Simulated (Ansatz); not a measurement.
2H WS₂ was calculated with PBEsol+SOC (Ansatz, a quantum-chemistry and plane-wave program, plane waves, PAW).

Run with plane-wave cutoff 520 eV, 12×12×4 k mesh (along the axes of the cell as run), Fermi–Dirac smearing 0.01 eV, PAW data made under PBE.

The cell is scaled about its equilibrium volume:

Shape and atoms are relaxed at each volume.

```
V (Å³/atom)  P (GPa)  direct gap at Γ (eV)  smallest gap on the k mesh (eV)   c (Å)
-----------  -------  --------------------  -------------------------------  ------
17.393          1.16                 2.236                            0.865  12.257
17.755          0.46                 2.291                            0.957  12.466
18.118          0.00                 2.346                            1.049  12.689
18.480         -0.27                 2.403                            1.139  12.921
18.843         -0.41                 2.463                            1.228  13.165
```

The fundamental gap (1.04 eV at the equilibrium volume, with added k points) lies elsewhere than Γ–Γ.

Note: the cell comes from a level without a dispersion term, which matters for the spacing of layers, chains or molecules; the bulk modulus comes from volumes at which shape and atoms were relaxed; the cell has widely spaced layers and the level no dispersion term, so their spacing and the moduli can rest on weak binding.
